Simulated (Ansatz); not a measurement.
Two shapes of singlet AlH2(+).

Shape 1:

```xyz
3

H     0.0000    0.0004   -1.6826
Al    0.0000   -0.0008    0.0000
H     0.0000    0.0004    1.6826
```

Shape 2:

```xyz
3

H     0.0000    0.0004   -1.5580
Al    0.0000   -0.0007    0.0000
H     0.0000    0.0004    1.5580
```

Basis set: def2-SVP (spherical functions). Correlated methods keep 5 orbitals frozen. Charge 1, multiplicity 1.

Computed with Ansatz (development build ahead of 0.2.0); each method stands on the lowest determinant of its kind that the runs found.

Question: Which shape is lower in energy, and by how much in each method?

Answer:

```csv
method,E(2) − E(1) (eV)
RHF,-0.282
UHF,-0.282
RHF-MP2,-0.266
RHF-CCSD(T),-0.231
UHF-CCSD(T),-0.231
```

Shape 2 is lower.
